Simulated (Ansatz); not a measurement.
C3H7NO can be A, `C=C(N)CO`, or B, `C=C(N)OC`.

Program: Ansatz. Geometries: PBE0-D4/def2-TZVP. ΔE: electronic, gas phase. CCSD(T)/CBS adds triple-zeta CCSD(T) − MP2 to the extrapolated MP2 energy (def2 sets, frozen cores). DFT in def2-TZVPP. One conformer a species, not always the lowest.

A:

```xyz
12

C     0.6592    0.7580   -1.3034
C     0.3189    0.0326   -0.2328
N     1.2050   -0.5385    0.6513
C    -1.1245   -0.2151    0.1104
O    -1.3872   -0.1755    1.4977
H     1.6916    0.8937   -1.6035
H    -0.1056    1.2285   -1.9053
H     0.8399   -1.2504    1.2604
H     2.1523   -0.6726    0.3446
H    -1.4004   -1.2273   -0.2037
H    -1.7521    0.4884   -0.4472
H    -1.0969    0.6783    1.8315
```

B:

Z-matrix (Å, degrees):
```
C
O 1 1.407
H 1 1.095 2 111.1
H 1 1.094 2 111.0 3 121.7
H 1 1.089 2 106.3 3 -119.2
C 2 1.349 1 117.1 3 -59.9
N 6 1.382 2 108.9 1 -177.8
C 6 1.340 2 125.8 1 -0.1
H 7 1.006 6 114.1 2 -162.3
H 7 1.008 6 113.3 2 -31.3
H 8 1.081 6 119.7 2 179.2
H 8 1.077 6 122.3 2 -2.8
```

Q: Which isomer does CCSD(T)/CBS put lower? Give the gap. (An estimate is asked.)

A: Computed: A, by 3.9 kcal/mol.

Q: Give E(B) − E(A) in kcal/mol with LDA (SPW92), HF/def2-TZVPP, CCSD/def2-TZVPP, CCSD(T)/def2-TZVPP, CCSD(T)/def2-SVP, BLYP-D4, ωB97M-V. (Best estimate.)

A: Computed: LDA (SPW92) 1.9, HF/def2-TZVPP 1.3, CCSD/def2-TZVPP 3.3, CCSD(T)/def2-TZVPP 3.3, CCSD(T)/def2-SVP 2.2, BLYP-D4 2.4, ωB97M-V 2.7. None reverses the order clearly.

Q: Does the order hold for the free energy at 298.15 K (harmonic terms from PBE0-D4)? (An estimate is asked.)

A: Computed: Yes: G(B) − G(A) = +4.0 kcal/mol, for one conformer each.

Largest T1 diagnostic: 0.012.

Leaving LDA and LC-ωPBE aside and taking each functional with its dispersion term where it has one, the values, not all of them listed here, spread over 1.5 kcal/mol, from B97M-V to revPBE-D4. LDA lies −0.8 kcal/mol from PBE without D4. In def2-TZVPP, CCSD(T) changes the Hartree–Fock value by +2.0 kcal/mol (the triples alone add +0.0 kcal/mol) and MP2 by +2.4 kcal/mol.
